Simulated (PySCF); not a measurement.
C₃H₅ClO.
SMILES with atom numbers: `[CH3:1][O:2]/[CH:3]=[CH:4]\[Cl:5]` (hydrogens: H6, H7, H8 on C1; H9 on C3; H10 on C4)

The same species was optimised twice, with GFN2-xTB and with PBE0-D3(BJ)/def2-SVP (PySCF), and the same property calculations (PySCF, gas phase) were run on both structures.

```json
{"coordinate": "C4–H10 (Å)", "GFN2-xTB": "1.076", "PBE0-D3(BJ)/def2-SVP": "1.090", "change": "+0.014"}
{"coordinate": "C3=C4 (Å)", "GFN2-xTB": "1.329", "PBE0-D3(BJ)/def2-SVP": "1.342", "change": "+0.013"}
{"coordinate": "C3–H9 (Å)", "GFN2-xTB": "1.084", "PBE0-D3(BJ)/def2-SVP": "1.095", "change": "+0.011"}
{"coordinate": "O2–C3 (Å)", "GFN2-xTB": "1.342", "PBE0-D3(BJ)/def2-SVP": "1.332", "change": "-0.010"}
{"coordinate": "C1–H8 (Å)", "GFN2-xTB": "1.092", "PBE0-D3(BJ)/def2-SVP": "1.101", "change": "+0.009"}
{"coordinate": "C1–H7 (Å)", "GFN2-xTB": "1.092", "PBE0-D3(BJ)/def2-SVP": "1.101", "change": "+0.009"}
{"coordinate": "C1–H6 (Å)", "GFN2-xTB": "1.089", "PBE0-D3(BJ)/def2-SVP": "1.098", "change": "+0.009"}
{"coordinate": "C1–O2 (Å)", "GFN2-xTB": "1.414", "PBE0-D3(BJ)/def2-SVP": "1.410", "change": "-0.004"}
{"coordinate": "C4–Cl5 (Å)", "GFN2-xTB": "1.735", "PBE0-D3(BJ)/def2-SVP": "1.733", "change": "-0.002"}
{"coordinate": "C3–C4–H10 (°)", "GFN2-xTB": "119.6", "PBE0-D3(BJ)/def2-SVP": "117.9", "change": "-1.7"}
{"coordinate": "C4–C3–H9 (°)", "GFN2-xTB": "117.1", "PBE0-D3(BJ)/def2-SVP": "115.8", "change": "-1.3"}
{"coordinate": "C1–O2–C3 (°)", "GFN2-xTB": "119.9", "PBE0-D3(BJ)/def2-SVP": "121.2", "change": "+1.3"}
{"coordinate": "O2–C3–H9 (°)", "GFN2-xTB": "109.1", "PBE0-D3(BJ)/def2-SVP": "110.4", "change": "+1.3"}
{"coordinate": "Cl5–C4–H10 (°)", "GFN2-xTB": "112.2", "PBE0-D3(BJ)/def2-SVP": "113.2", "change": "+1.0"}
{"coordinate": "H7–C1–H8 (°)", "GFN2-xTB": "109.5", "PBE0-D3(BJ)/def2-SVP": "108.8", "change": "-0.7"}
{"coordinate": "C3–C4–Cl5 (°)", "GFN2-xTB": "128.2", "PBE0-D3(BJ)/def2-SVP": "128.9", "change": "+0.7"}
{"coordinate": "O2–C1–H6 (°)", "GFN2-xTB": "105.4", "PBE0-D3(BJ)/def2-SVP": "106.1", "change": "+0.7"}
{"coordinate": "C1–O2–C3–C4 (°)", "GFN2-xTB": "0", "PBE0-D3(BJ)/def2-SVP": "0", "change": "0"}
```

Rotational constants: A = 7517, B = 2802, C = 2068 MHz (GFN2-xTB) against A = 7541, B = 2740, C = 2036 MHz (PBE0-D3(BJ)/def2-SVP). Point groups within 0.08 Å: Cs and Cs. Atoms that the bonding makes alike are paired by their places after alignment.

On the GFN2-xTB structure: HOMO (eV) -6.63 [PBE0/pcSseg-1]; LUMO (eV) 0.57 [PBE0/pcSseg-1]; dipole (D) 0.71 [PBE0/pcSseg-1]; GIAO shielding of C1 (ppm) 126.8 [PBE0/pcSseg-1]; GIAO shielding of O2 (ppm) 224.3 [PBE0/pcSseg-1]; GIAO shielding of C3 (ppm) 35.8 [PBE0/pcSseg-1]; GIAO shielding of C4 (ppm) 87.6 [PBE0/pcSseg-1]; GIAO shielding of Cl5 (ppm) 820.1 [PBE0/pcSseg-1].

Problem. What do these properties become on the PBE0-D3(BJ)/def2-SVP structure?

Solution. 
```json
{"property": "HOMO (eV)", "level": "PBE0/pcSseg-1", "on GFN2-xTB": "-6.63", "on PBE0-D3(BJ)/def2-SVP": "-6.57", "change": "+0.06"}
{"property": "LUMO (eV)", "level": "PBE0/pcSseg-1", "on GFN2-xTB": "0.57", "on PBE0-D3(BJ)/def2-SVP": "0.54", "change": "-0.03"}
{"property": "dipole (D)", "level": "PBE0/pcSseg-1", "on GFN2-xTB": "0.71", "on PBE0-D3(BJ)/def2-SVP": "0.81", "change": "+0.10"}
{"property": "energy, GFN2-xTB geometry as zero (kcal/mol)", "level": "PBE0/pcSseg-1", "on GFN2-xTB": "0.0", "on PBE0-D3(BJ)/def2-SVP": "-0.1", "change": "-0.1"}
{"property": "GIAO shielding of C1 (ppm)", "level": "PBE0/pcSseg-1", "on GFN2-xTB": "126.8", "on PBE0-D3(BJ)/def2-SVP": "126.2", "change": "-0.6"}
{"property": "GIAO shielding of O2 (ppm)", "level": "PBE0/pcSseg-1", "on GFN2-xTB": "224.3", "on PBE0-D3(BJ)/def2-SVP": "223.5", "change": "-0.8"}
{"property": "GIAO shielding of C3 (ppm)", "level": "PBE0/pcSseg-1", "on GFN2-xTB": "35.8", "on PBE0-D3(BJ)/def2-SVP": "34.5", "change": "-1.3"}
{"property": "GIAO shielding of C4 (ppm)", "level": "PBE0/pcSseg-1", "on GFN2-xTB": "87.6", "on PBE0-D3(BJ)/def2-SVP": "86.2", "change": "-1.4"}
{"property": "GIAO shielding of Cl5 (ppm)", "level": "PBE0/pcSseg-1", "on GFN2-xTB": "820.1", "on PBE0-D3(BJ)/def2-SVP": "817.6", "change": "-2.5"}
```

The heavy atoms differ by 0.019 Å rms after alignment. Among all bonds C3=C4 and C4–H10 change most and about equally (+0.013 to +0.014 Å). Changes are differences of the printed values. Neither structure is proved a minimum here.

The values belong to the conformer `[CH3:1][O:2]/[CH:3]=[CH:4]\[Cl:5]`: C1–O2–C3–C4 0°.
